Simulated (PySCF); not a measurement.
System: C4H5, charge -1, multiplicity 1. It need not be the lowest isomer of its formula. Whether it binds its extra electron was not tested at this geometry. SMILES: C1[C@-]2C[C@@H]12
Structure (B3LYP-D3(BJ)/def2-TZVP (Ansatz) minimum search):
```
C
H 1 1.0876
C 1 1.4792 2 131.28
H 3 1.0914 1 119.27 2 14.65
H 3 1.1048 4 112.55 1 143.47
C 1 1.4792 2 131.28 3 169.90
H 6 1.0914 1 119.27 2 -14.65
H 6 1.1048 7 112.55 1 -143.47
C 1 1.5311 2 129.75 6 -84.95
```
Charge -1, spin multiplicity 1.

Dispersion corrections to the total energy (kcal/mol) from the dftd3 and dftd4 libraries through PySCF: D3(BJ) without and D4 with the three-body term, each with the damping fitted for the functional named.

| functional | D3(BJ) | D4 |
|---|---|---|
| LC-wPBE | -3.02 | -4.57 |
| PBE0 | -2.86 | -3.41 |
| B2PLYP | -2.61 | -2.87 |
| CAM-B3LYP | -2.43 | -3.36 |
| TPSSh | … | -5.09 |
| TPSS | -4.25 | … |
| revPBE | -9.27 | … |

What belongs in the gaps?


- TPSSh, D3(BJ): -3.83
- TPSS, D4: -5.64
- revPBE, D4: -15.59
